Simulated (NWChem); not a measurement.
# C₂H₃F; SMILES C=CF

```xyz
6

C     -0.2367     1.1688     0.0000
C      0.4249     0.0197     0.0000
F     -0.1840    -1.1614     0.0000
H     -1.3284     1.1910     0.0000
H      0.3163     2.1084     0.0000
H      1.5158    -0.0751     0.0000
```
Atoms are numbered in this order, from 1.

Level: PBE0/def2-SVP (NWChem), optimised geometry, unscaled harmonic frequencies. 

**Question.** List the harmonic frequencies with IR intensities, and the thermochemistry.

**Answer.** 
| frequency (cm⁻¹) | IR intensity (km/mol) |
|---|---|
| 487 | 3.9 |
| 738 | 2.0 |
| 884 | 60.8 |
| 949 | 23.6 |
| 978 | 21.8 |
| 1210 | 109.5 |
| 1324 | 4.5 |
| 1396 | 6.0 |
| 1757 | 115.9 |
| 3192 | 2.2 |
| 3219 | 8.2 |
| 3307 | 0.1 |

```
Quantity                                                                           Result
-----------------------------------------------------------------------  ----------------
zero-point energy                                                           27.8 kcal/mol
thermal correction to the enthalpy at 298.15 K (with zero-point energy)     30.5 kcal/mol
heat capacity Cv                                                          9.8 cal/(mol K)
entropy at 298.15 K and 1 atm (symmetry number 1)                        60.2 cal/(mol K)
dipole moment                                                                      1.25 D
```

Rigid rotor and harmonic oscillator.
